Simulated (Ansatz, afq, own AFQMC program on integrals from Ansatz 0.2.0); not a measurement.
Where AFQMC and coupled cluster stand for BNH2⁺, quartet

| atom | x (Å) | y (Å) | z (Å) |
| --- | --- | --- | --- |
| B | 0.0000 | -0.1240 | 0.7739 |
| N | 0.0000 | -0.0224 | -0.5980 |
| H | 0.0000 | 0.9564 | 1.3306 |
| H | 0.0000 | 0.6853 | -1.3215 |

Connectivity, by distances: BH–NH.

Basis cc-pVDZ. Noble-gas cores (and the filled d shells of Ga–Kr and In–Xe) are frozen. AFQMC by an in-house program on the Cholesky factors that Ansatz 0.2.0 writes for its CCSD(T) run. ph-AFQMC/CISD is guided by a CISD state made of CCSD amplitudes; releasing the constraint for a short imaginary time cuts its bias at the price of noise, slowly where states lie close. ± is one standard error of the sampling.

Determinant: UHF, the one that the program's search chose, which needn't be the lowest solution. The geometry is a PBE0/def2-TZVP stationary point of this or a neighbouring charge and spin state.

No full CI on the walks' own integrals is used here; CCSDT(Q) serves as the reference and is uncertain by about the last step of the cluster series.

Cautions: lower spins were not checked.

```
T1 diagnostic                               : 0.0268
weight of the determinant in the CISD state : 0.916
⟨S²⟩ of the determinant                     : 3.763
size of the correlated space                : 9 electrons in 36 orbitals
```

| level | correlation energy (eV) |
| --- | --- |
| MP2 | -3.9558 |
| CCSD | -4.8225 |
| CCSD(T) | -4.9216 |

Question: Estimate where AFQMC with the constraint released lies against CCSD(T) on the same integrals.

Answer: 3.0 ± 1.2 kJ/mol below CCSD(T).

Reference: CCSDT(Q), correlation energy -4.951 eV. The released energy is read at 2.40 1/Eh (meV from the phaseless value at times in 1/Eh: 3 ± 10 at 0.24, 4 ± 11 at 0.51, -8 ± 9 at 0.99, -1 ± 10 at 1.62, 8 ± 12 at 2.40).

```json
{"level": "CCSD(T)", "E − E(reference) (kJ/mol)": "2.9", "share of correlation (%)": "99.40"}
{"level": "CCSDT", "E − E(reference) (kJ/mol)": "0.4", "share of correlation (%)": "99.91"}
{"level": "ph-AFQMC/HF", "E − E(reference) (kJ/mol)": "-9.7 ± 2.8", "share of correlation (%)": "102.04"}
{"level": "ph-AFQMC/CISD", "E − E(reference) (kJ/mol)": "-0.9 ± 0.9", "share of correlation (%)": "100.20"}
{"level": "released AFQMC", "E − E(reference) (kJ/mol)": "-0.1 ± 1.2", "share of correlation (%)": "100.03"}
```

A walk keeps the symmetry of its determinant, which the program's search chose and which needn't be the lowest solution, so a lower state of the same spin and another symmetry isn't excluded. Released energies are given only where the last usable release times agree within the noise; a slower fall can still hide under it.
